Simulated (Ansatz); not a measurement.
# AlH3 (SMILES [AlH3]): the energy, rung by rung

AlH3: 4 atoms, total charge 0, spin state singlet. As SMILES, `[AlH3]`. The coordinates come from a PBE0-D4/def2-TZVP relaxation.

```csv
atom,x (Å),y (Å),z (Å)
Al,0.0137,-0.0148,-0.0051
H,0.6332,0.6709,1.2836
H,-1.3408,-0.8320,0.1051
H,0.7494,0.1157,-1.4039
```

Quantity: the energy change with the Al1–H3 bond stretched from 1.586 to 3.171 Å, in eV. The values are calculated.

| level | kind | program | value (eV) | CPU time (all runs) |
| --- | --- | --- | --- | --- |
| HF/6-31G* (spherical functions) (restricted) | Hartree–Fock | Ansatz | 4.17 | 0.24 s |
| SVWN5/6-31G* (spherical functions) (restricted) | LDA | Ansatz | 3.25 | 1.1 s |
| BLYP/6-31G* (spherical functions) (restricted) | GGA | Ansatz | 3.20 | 1.5 s |
| BHLYP/6-31G* (spherical functions) (restricted) | global hybrid | Ansatz | 3.87 | 1.4 s |
| wB97X/6-31G* (spherical functions) (restricted) | range-separated hybrid | Ansatz | 3.89 | 7.1 s |
| B2PLYP/6-31G* (spherical functions) (restricted) | double hybrid | Ansatz | 3.58 | 2.1 s |
| RPA@PBE/6-31G* (spherical functions) (restricted) | RPA | Ansatz | 3.09 | 2.2 s |
| BCCD(T)/6-31G* (spherical functions) (restricted) | coupled cluster or CI | Ansatz | 2.94 | 0.39 s |
| FCI/3-21G | exact in the basis | Ansatz | 2.72 | 0.72 s |

A spin-restricted reference rises too steeply as a bond breaks; here HF/6-31G*, SVWN5/6-31G*, BLYP/6-31G*, BHLYP/6-31G*, wB97X/6-31G*, B2PLYP/6-31G* lie well above the multireference or unrestricted value. The first shape isn't each level's own minimum. The values span 2.72 to 4.17 eV. High-level rows in very small sets aren't better than simpler rows in larger ones. In so small a basis fixed costs decide the times, and correlated methods can beat functionals. Times are those of the runs behind each value, whatever else they computed, on shared processors of several kinds: orders of magnitude only.
